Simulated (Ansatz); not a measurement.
C4H7F, SMILES `C=C(C)CF`. Charge 0, multiplicity 1.

Z-matrix (Å, degrees):
```
C
C 1 1.495
H 1 1.095 2 111.2
H 1 1.095 2 111.2 3 -118.9
H 1 1.090 2 111.1 3 120.6
C 2 1.494 1 114.1 3 59.7
C 2 1.326 1 123.8 3 -120.3
F 6 1.375 2 112.8 1 -179.8
H 6 1.097 2 110.2 1 -59.2
H 6 1.097 2 110.2 1 59.6
H 7 1.084 2 120.9 1 -0.0
H 7 1.082 2 121.2 1 180.0
```

Problem. List the harmonic frequencies (cm⁻¹, unscaled) at PBE0-D4/def2-TZVP in Ansatz. (Best estimate.)

Solution. The calculation gave: 112, 168, 266, 379, 420, 535, 710, 867, 937, 970, 1007, 1012, 1091, 1117, 1272, 1285, 1402, 1424, 1437, 1471, 1479, 1489, 1746, 3022, 3037, 3060, 3089, 3145, 3167, 3259.

Problem. Is this a minimum?

Solution. Yes, all 30 modes are real.

Problem. Give the ideal-gas thermochemistry at 298.15 K and 1 bar (rigid rotor, harmonic oscillator; point group Cs, symmetry number 1).

Solution. Zero-point energy 265.4 kJ/mol; H(298) − E = 283.3 kJ/mol; entropy 315.8 J/(mol·K), of which translation 162.6, rotation 107.4, vibration 45.9; G(298) − E = 189.2 kJ/mol.

Problem. And at 400, 500, 600, 800 and 1000 K?

Solution. 
```json
{"T (K)": "400", "H − E (kJ/mol)": "294.0", "S (J/mol/K)": "346.3", "G − E (kJ/mol)": "155.5"}
{"T (K)": "500", "H − E (kJ/mol)": "306.7", "S (J/mol/K)": "374.5", "G − E (kJ/mol)": "119.4"}
{"T (K)": "600", "H − E (kJ/mol)": "321.4", "S (J/mol/K)": "401.3", "G − E (kJ/mol)": "80.6"}
{"T (K)": "800", "H − E (kJ/mol)": "355.5", "S (J/mol/K)": "450.2", "G − E (kJ/mol)": "-4.6"}
{"T (K)": "1000", "H − E (kJ/mol)": "394.6", "S (J/mol/K)": "493.7", "G − E (kJ/mol)": "-99.1"}
```
